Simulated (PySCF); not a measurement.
Ionisation of azetidine

Molecule: azetidine, `C1CNC1` (C3H7N). Non-hydrogen atoms are numbered in `[CH2:1]1[CH2:2][NH:3][CH2:4]1`. These are map numbers, not IUPAC locants.

Level of theory: ωB97X-D3(BJ)/ma-def2-TZVP single points in PySCF, grid level 2; every species was optimised with PBE0-D3(BJ)/def2-SVP. The prefix ma- adds one diffuse s and one diffuse p function on all atoms but H. ωB97X-D3(BJ) is ωB97X-V with D3(BJ) in place of VV10. Thermal corrections: PBE0-D3(BJ)/def2-SVP frequencies, unscaled, ideal gas at 298.15 K and 1 bar, quasi-RRHO entropy.

Frontier levels of the parent: HOMO -8.98 eV, LUMO 1.18 eV.

Oxidation to the radical cation:
* Vertical ionisation energy (electronic): 8.95 eV
* Adiabatic ionisation energy (with zero-point energy): 8.22 eV
* Adiabatic, electronic part: 8.30 eV
* Vertical gap at the product's structure: 7.93 eV
* Inner reorganisation energy (four-point): 1019 meV
* Relaxation of product / of parent: 651 / 368 meV
* ⟨S²⟩ of the product: 0.755
* Largest spin populations: N3 0.85
* Largest changes of atomic charge: N3 0.44, H (on C2) 0.11, H (on C4) 0.11, H (on N3) 0.10
* Distances that move most (Å): C2–N3 1.464 → 1.433; N3–C4 1.463 → 1.433; N3–H 1.017 → 1.028; C4–H 1.104 → 1.109
* Potential in DMSO: 5.65 V absolute, 1.12 V against Fc+/Fc computed at 4.53 V (solvation -14 → -261 kJ/mol)

Solvents are IEF-PCM continua (electrostatics only, gas-phase structures); absolute potentials refer to an electron at rest in vacuum. Fc+/Fc in DMSO, 4.53 V, is ωB97X-D3(BJ)/ma-def2-TZVP on PBE0-D3(BJ)/def2-SVP structures with GFN2-xTB thermal terms. Benchmark calculations put it near 5.0 V in acetonitrile and DMSO, so it is about 0.5 V low, and the value against it can read up to that much too high.

Measured values (NIST Chemistry WebBook, evaluated or the median of agreeing entries): vertical ionisation energy 9.04 eV (computed 8.95, difference -0.09).

Structures, frequencies and single points took 7.9 min of wall time on 1 thread of Arm Neoverse V2 (shared host), launched as `OMP_NUM_THREADS=1 python redox_run.py task.json out`.
